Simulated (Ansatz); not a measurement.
A single point on C4H5Cl (`C=C=CCCl`).

```yaml
crystal:
  periodic: [false, false, false]
  atoms:
    - {symbol: C, position_ang: [0.161047, 1.051944, 1.835208]}
    - {symbol: C, position_ang: [-0.181480, 0.265807, 0.860187]}
    - {symbol: C, position_ang: [-0.520832, -0.516016, -0.124352]}
    - {symbol: C, position_ang: [0.113564, -0.444760, -1.468378]}
    - {symbol: Cl, position_ang: [0.976933, -1.969340, -1.860724]}
    - {symbol: H, position_ang: [0.941295, 0.769087, 2.534653]}
    - {symbol: H, position_ang: [-0.323572, 2.011800, 1.982223]}
    - {symbol: H, position_ang: [-1.298291, -1.261287, 0.022493]}
    - {symbol: H, position_ang: [-0.629566, -0.317601, -2.255412]}
    - {symbol: H, position_ang: [0.843902, 0.359266, -1.522998]}
basis:
  gaussian: {orbitals: def2-QZVPP}
correlation: {method: mp2}
```

```sh
$ ansatz run in.yaml --threads 4 --pin off --events-out ev --progress --plain --max-ram 10444MiB
```

Shortened log:

```
Functional definition: HF
2668 factors; integrals over basis functions are off by at most 1.0e-3 eV
mean field evaluation 1: about -16702.3679 eV, gradient 3.0e1 eV
mean field evaluation 2: about -16702.5365 eV, gradient 3.0e1 eV
mean field evaluation 4: about -16705.2765 eV, gradient 3.6e0 eV
mean field evaluation 8: about -16705.3228 eV, gradient 3.2e-1 eV
mean field -16705.32338041 eV, -613.9093109554 hartree, gradient 1.8e-6 eV, S^2 0.000000; 0 other end points of the search recorded, 0 dependent functions left out
9 core orbitals not correlated: weight in the atoms' cores, before any rotation towards them, 1.000 or more for the frozen orbitals, at most 0.000 for the correlated occupied ones
reference -16705.32338041 eV, -613.9093109554 hartree; 14, 14 occupied and 425, 425 virtual orbitals, 2668 factors
second order -24.17529947 eV of doubles, -0.00000000 eV of singles
Total energy: -16729.49867989 eV, -614.7977368244 hartree
```

It took 18 s on 4 threads of an Arm Neoverse V1 on a shared host, with 2.4 GiB of host memory at the peak.
